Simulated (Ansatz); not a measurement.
Input file:

```yaml
crystal:
  periodic: [false, false, false]
  atoms:
    - {symbol: As, position_ang: [0.000000, 0.000000, 0.000000]}
    - {symbol: H, position_ang: [0.000000, 0.000000, 2.122000]}
basis:
  gaussian: {orbitals: aug-cc-pVDZ}
magnetization: {spin_polarized: false, initial_magnetization: 2}
correlation: {method: fic_mrcisd_q, electrons: outside_noble_gas, active_space: {window: {electrons: 4, orbitals: 4}}}
```

```sh
$ ansatz run in.yaml --threads 1 --pin off --events-out ev --progress --plain --max-ram 2393MiB
```

Output:

```
509 factors; integrals over basis functions are off by at most 1.1e-3 eV
mean field evaluation 1: about -60808.1653 eV, gradient 5.2e0 eV
mean field evaluation 2: about -60808.1651 eV, gradient 5.2e0 eV
mean field evaluation 4: about -60808.5200 eV, gradient 6.5e-1 eV
mean field evaluation 8: about -60808.5246 eV, gradient 9.0e-5 eV
mean field -60808.52463773 eV, -2234.6720629382 hartree, gradient 2.9e-6 eV, S^2 2.000000; 0 other end points of the search recorded, 0 dependent functions left out
reference -60808.52463773 eV, -2234.6720629382 hartree; 18, 16 occupied and 27, 29 virtual orbitals, 509 factors
state -60809.56155068 eV, -2234.7101687862 hartree
contracted CI cycle   1: correlation 0.00000000 eV, 0.0000000000 hartree, residual 9.67e0 eV
contracted CI cycle   2: correlation -2.13426361 eV, -0.0784327409 hartree, residual 1.44e0 eV
contracted CI cycle   3: correlation -2.18227754 eV, -0.0801972204 hartree, residual 3.72e-1 eV
contracted CI cycle   4: correlation -2.18570288 eV, -0.0803230993 hartree, residual 1.21e-1 eV
contracted CI cycle   5: correlation -2.18602595 eV, -0.0803349720 hartree, residual 3.33e-2 eV
contracted CI cycle   6: correlation -2.18605299 eV, -0.0803359655 hartree, residual 1.06e-2 eV
contracted CI cycle   7: correlation -2.18605565 eV, -0.0803360634 hartree, residual 3.81e-3 eV
contracted CI cycle   8: correlation -2.18605604 eV, -0.0803360776 hartree, residual 1.27e-3 eV
contracted CI cycle   9: correlation -2.18605608 eV, -0.0803360792 hartree, residual 3.99e-4 eV
state -60809.56155068 eV, -2234.7101687862 hartree; corrected -60811.87555775 eV, -2234.7952069775 hartree
Total energy: -60811.87555775 eV, -2234.7952069775 hartree
```

Natural occupations: 1.8459 1.0000 1.0000 0.1541.

For the same geometry and basis full CI lies 23.5 meV higher.

Ran on 1 thread of Intel Xeon 6975P-C, shared host: 0.75 s wall, 0.11 GiB peak host memory.
